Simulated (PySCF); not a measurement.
## Two-photon absorption: SMILES CC1(CO)CC1, C$_{5}$H$_{10}$O

Molfile (atoms numbered from 1):
```
C5H10O
     RDKit          3D

 16 16  0  0  0  0  0  0  0  0999 V2000
   -0.7508   -1.4736   -0.5030 C   0  0  0  0  0  0  0  0  0  0  0  0
   -0.1955   -0.1528   -0.0295 C   0  0  0  0  0  0  0  0  0  0  0  0
    1.1758   -0.2415    0.5998 C   0  0  0  0  0  0  0  0  0  0  0  0
    2.1439   -0.7493   -0.2783 O   0  0  0  0  0  0  0  0  0  0  0  0
   -0.4914    1.0863   -0.8365 C   0  0  0  0  0  0  0  0  0  0  0  0
   -1.1356    0.8847    0.5051 C   0  0  0  0  0  0  0  0  0  0  0  0
   -0.0377   -1.9662   -1.1809 H   0  0  0  0  0  0  0  0  0  0  0  0
   -1.7044   -1.3433   -1.0360 H   0  0  0  0  0  0  0  0  0  0  0  0
   -0.9271   -2.1520    0.3476 H   0  0  0  0  0  0  0  0  0  0  0  0
    1.1479   -0.9284    1.4620 H   0  0  0  0  0  0  0  0  0  0  0  0
    1.4602    0.7560    0.9942 H   0  0  0  0  0  0  0  0  0  0  0  0
    2.1156   -0.2083   -1.0754 H   0  0  0  0  0  0  0  0  0  0  0  0
   -1.1128    0.9815   -1.7302 H   0  0  0  0  0  0  0  0  0  0  0  0
    0.2832    1.8558   -0.9196 H   0  0  0  0  0  0  0  0  0  0  0  0
   -0.7987    1.5119    1.3358 H   0  0  0  0  0  0  0  0  0  0  0  0
   -2.2007    0.6391    0.5354 H   0  0  0  0  0  0  0  0  0  0  0  0
  1  2  1  0
  2  3  1  0
  3  4  1  0
  2  5  1  0
  5  6  1  0
  6  2  1  0
  1  7  1  0
  1  8  1  0
  1  9  1  0
  3 10  1  0
  3 11  1  0
  4 12  1  0
  5 13  1  0
  5 14  1  0
  6 15  1  0
  6 16  1  0
M  END
```

Computed with PySCF 2.14.0, TDDFT CAM-B3LYP/def2-TZVPD excited states, vertical, gas phase. Geometry: PBE0-D3(BJ)/def2-SVP.

Question: How strongly do the lowest singlets absorb one photon, and two photons of half the energy?

Answer: δ for parallel linear polarisation; σ at the peak of a Lorentzian of half width 0.1 eV, single beam; Ω is circular over linear.
```
state  E (eV)      f  photon λ (nm)  δ (au)  σ (GM)     Ω                                  main
   S1    6.85  0.005            362    15.4    0.27  1.40      HOMO→LUMO 0.57, HOMO−1→LUMO 0.14
   S2    7.41  0.016            335      21    0.42  1.21      HOMO−1→LUMO 0.67, HOMO→LUMO 0.23
   S3    7.65  0.015            324    10.9    0.23  1.18    HOMO→LUMO+1 0.59, HOMO−2→LUMO 0.14
   S4    7.79  0.003            318    55.1    1.23  0.86    HOMO−2→LUMO 0.61, HOMO→LUMO+1 0.12
   S5    7.90  0.062            314    43.2    0.99  0.39  HOMO−1→LUMO+1 0.61, HOMO→LUMO+2 0.14
   S6    8.08  0.009            307    21.5    0.51  1.46  HOMO→LUMO+2 0.46, HOMO−1→LUMO+2 0.16
```

Among these, the strongest one-photon state is S5, the strongest two-photon state S4, with a dipole change of 3.8 D (relaxed, norm of the difference vector).
